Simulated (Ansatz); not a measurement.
Working through vertical and adiabatic energies of changing the electron count of BFH₂Si, SMILES B[Si]F

Program: the Python package of Ansatz (0.2.0).

The cells in order, each with its output:

**Cell 1**
```python
import itertools

import ansatz as az
from ase.data import atomic_numbers, covalent_radii
import numpy as np
```

**Cell 2**
```python
system = (
    az.Crystal.molecule()
    .atom('B', (-0.7236, -0.0007, 0.0545))
    .atom('Si', (1.0604, -0.5979, 0.5275))
    .atom('F', (2.1952, 0.2356, -0.4002))
    .atom('H', (-1.0208, 1.1346, 0.1881))
    .atom('H', (-1.5113, -0.7716, -0.37))
)
```

**Cell 3**
```python
calc = (
    system.calculation()
    .basis(gaussian='cc-pVDZ')
    .functional('PBE', dispersion='d4')
    .spin('collinear', total=2)
    .accuracy('medium')
)
symbols = [site.symbol for site in system.cartesian_sites]
start = np.array([site.position_ang for site in system.cartesian_sites], dtype=float)
summary = calc.relax(force_tolerance=0.01, max_steps=100).run(threads=1).report
end = np.array(summary['positions_ang'])

minimum = az.Crystal.molecule()
for symbol, place in zip(symbols, end):
    minimum = minimum.atom(symbol, place.tolist())
ion = (
    minimum.calculation()
    .basis(gaussian='cc-pVDZ')
    .functional('PBE', dispersion='d4')
    .accuracy('medium')
    .charge(1)
    .spin('collinear', total=1)
)
vertical = ion.run(threads=1).report
settled = ion.relax(force_tolerance=0.01, max_steps=80).run(threads=1).report
print(f'vertical ionisation energy   {vertical["free_energy_ev"] - summary["free_energy_ev"]:.3f} eV')
print(f'adiabatic, no zero point     {settled["free_energy_ev"] - summary["free_energy_ev"]:.3f} eV')
print(f'relaxation energy of the ion {vertical["free_energy_ev"] - settled["free_energy_ev"]:.3f} eV')
ionised = np.array(settled['positions_ang'])
# pairs closer than 1.2 times the sum of covalent radii, before or after
radius = [covalent_radii[atomic_numbers[s]] for s in symbols]
span = lambda where, i, j: np.linalg.norm(where[i] - where[j])
bonded = [(i, j) for i, j in itertools.combinations(range(len(symbols)), 2) if min(span(end, i, j), span(ionised, i, j)) < 1.2 * (radius[i] + radius[j])]
print('pair        before    after (A)')
for i, j in bonded:
    print(f'{symbols[i]}{i}-{symbols[j]}{j}'.ljust(10), f'{span(end, i, j):8.4f} {span(ionised, i, j):8.4f}')
```
Output:
```text
vertical ionisation energy   8.706 eV
adiabatic, no zero point     8.244 eV
relaxation energy of the ion 0.462 eV
pair        before    after (A)
B0-Si1       1.9620   2.1299
B0-H3        1.2134   1.2085
B0-H4        1.2092   1.2085
Si1-F2       1.6693   1.6295
```

These settings explore the input space; basis and method may be short of convergence. The energies are electronic: no zero-point or thermal terms, and the basis set is short of its limit. The product may relax into another structure. The relaxation finds the nearest minimum, so the adiabatic value is an upper bound. The species is open-shell (spin multiplicity 3). Only the spin states typed were run; another state of an ion can lie lower, by up to an eV or two. Wall time of the script: 52 s on 1 thread of Arm Neoverse V1, with other jobs on the host, peak memory 0.21 GiB.

(Lines on the test bed's own set-up are left out of the output.)
